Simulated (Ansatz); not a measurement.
# H₂S (singlet): from Hartree-Fock to the top rungs at distance S1–H3 = 2.471 Å, 6-31G

How much of the correlation energy of H₂S (singlet) does each wave-function method recover here?

The runs use Ansatz 0.2.0, Gaussian basis; 6-31G, core rule «outside noble gas», up to 5 orbitals frozen.

Plan: UHF; CCSD(T) on RHF; CCSD(T) on UHF; BCCD(T) on RHF; CISD; CCSDT(Q) on RHF; CCSDT(Q) on UHF; CISDTQ; CCSDTQ on RHF; CCSDTQ on UHF; CASSCF and MRCISD+Q, 2 electrons in 2 orbitals; CASSCF and NEVPT2, 2 electrons in 2 orbitals; CASSCF and MRCISD+Q, 8 electrons in 6 orbitals; CASSCF and NEVPT2, 8 electrons in 6 orbitals; Full CI.

14 further runs of the same task are left out: 9 that didn't finish, 5 set aside as unsound or not needed. Runs told in other sessions of the task aren't counted.

## 1. The system

The geometry derives from a PBE0/def2-TZVP stationary point (not a proven minimum). One bond is set to the value named and the two fragments are kept rigid.

3 atoms, charge 0, spin multiplicity 1.

Atoms are counted from 1 here; the program's logs count them from 0.

Bond lengths: S1–H2 1.341 Å.

## 2. UHF

The input, in.yaml:

```yaml
crystal:
  periodic: [false, false, false]
  atoms:
    - {symbol: S, position_ang: [0.000000, -0.078107, -0.024097]}
    - {symbol: H, position_ang: [0.000000, 0.851044, -0.991299]}
    - {symbol: H, position_ang: [0.000000, 1.633742, 1.757872]}
basis:
  gaussian: {orbitals: 6-31G}
magnetization: {spin_polarized: true, initial_magnetization: 0}
hamiltonian: {xc: hf}
output: {orbitals: {seedname: orbitals}}
```

Command:

```
$ ansatz run in.yaml --threads 1 --pin off --events-out ev --progress --plain --max-ram 2393MiB
```

After this run come: CCSD(T) on RHF; CCSD(T) on UHF; BCCD(T) on RHF; CISD; CCSDT(Q) on RHF; CCSDT(Q) on UHF; CISDTQ; CCSDTQ on RHF; CCSDTQ on UHF; CASSCF and MRCISD+Q, 2 electrons in 2 orbitals; CASSCF and NEVPT2, 2 electrons in 2 orbitals; CASSCF and MRCISD+Q, 8 electrons in 6 orbitals; CASSCF and NEVPT2, 8 electrons in 6 orbitals; Full CI.

Q: Predict the results of all the runs planned. Wanted: FCI from the RHF energy; RMP2 from FCI; UMP2 from FCI; RCCSD from FCI; RCCSD(T) from FCI; UCCSD(T) from FCI; RCCSDT(Q) from FCI; UCCSDT(Q) from FCI; NEVPT2 pair from FCI.

As calculated:

| quantity | value |
| --- | --- |
| FCI from the RHF energy | -3.5492 eV |
| RMP2 from FCI | +114.9 kJ/mol |
| UMP2 from FCI | +71.5 kJ/mol |
| RCCSD from FCI | +7.4 kJ/mol |
| RCCSD(T) from FCI | +0.9 kJ/mol |
| UCCSD(T) from FCI | +2.7 kJ/mol |
| RCCSDT(Q) from FCI | 0.0 kJ/mol |
| UCCSDT(Q) from FCI | -0.1 kJ/mol |
| NEVPT2 pair from FCI | +30.4 kJ/mol |
| MRCISD+Q pair from FCI | 0.0 kJ/mol |
| NEVPT2 valence from FCI | +22.7 kJ/mol |
| levels within 1 kcal/mol (43 meV) | RCCSD(T), UCCSD(T), BCCD(T), RCCSDT, UCCSDT, CISDTQ, RCCSDT(Q), UCCSDT(Q), RCCSDTQ, UCCSDTQ, MRCISD+Q pair, MRCISD valence, MRCISD+Q valence |
| T1 diagnostic | 0.023 |
| effectively unpaired electrons | 0.75 |

What this shows: RCCSD(T) misses by +0.9 kJ/mol, 0.3 % of the correlation energy. The occupations show static correlation (0.75 effectively unpaired electrons where one determinant has 0). Of the multireference levels listed MRCISD+Q pair comes nearest in total energy (0.0 kJ/mol), which doesn't show that its space is the better one. These misses are within one basis, not against nature.
